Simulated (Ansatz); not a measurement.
Geometry optimisation, UKS LDA/6-31G* in Ansatz 0.2.0.

input.yaml

```yaml
crystal:
  periodic: [false, false, false]
  atoms:
    - { symbol: B, position_ang: [0.053031, 0.033381, -0.257228] }
    - { symbol: H, position_ang: [-0.048454, 0.165069, 2.127111] }
    - { symbol: O, position_ang: [1.303055, -0.29812, -0.600505] }
    - { symbol: H, position_ang: [1.354923, -0.741814, -1.481024] }
    - { symbol: F, position_ang: [-1.000192, -0.189212, -1.020267] }
    - { symbol: H, position_ang: [-0.063463, 0.078795, 2.847013] }
magnetization:
  spin_polarized: true
  initial_magnetization: 1
basis:
  gaussian: { orbitals: "6-31G*" }
hamiltonian:
  xc: lda
relax:
  f_tol: 0.03
  max_steps: 50
output:
  orbitals: {}
```

Launched with:

```bash
$ ansatz run input.yaml --threads 1 --pin off --max-ram 2048MiB --backend cpu --events-out ev --progress --plain --runs-dir out
```

Problem. Where does it end, and by what steps?

Solution. The forces met the threshold. After 13 steps the energy has fallen by 0.336 eV; H2 moved furthest, 0.90 Å. Parted: H2–H6 (0.73 → 1.78 Å). Joined: B1–H2 (2.39 → 1.22 Å).

```csv
step,energy less start (eV),largest force component (eV/Å),accepted
0,0.0000,1.895,yes
1,-0.0561,0.370,yes
2,-0.0681,0.292,yes
3,-0.0736,0.171,yes
4,-0.0919,0.720,yes
5,-0.0993,1.363,yes
6,-0.1837,0.533,yes
7,-0.1983,1.861,yes
8,-0.2746,0.342,yes
9,-0.2973,0.261,yes
10,-0.3275,0.166,yes
11,-0.3320,0.082,yes
12,-0.3350,0.051,yes
13,-0.3364,0.027,yes
```

```xyz
6
Properties=species:S:1:pos:R:3
B 0.107 -0.171 0.041
H -0.006 -0.005 1.241
O 1.323 -0.423 -0.472
H 1.287 -0.535 -1.446
F -0.961 -0.100 -0.744
H -0.151 0.281 2.995
```

The run took 16 s on 1 thread of Arm Neoverse V1, on a shared host, peak memory 0.12 GiB.
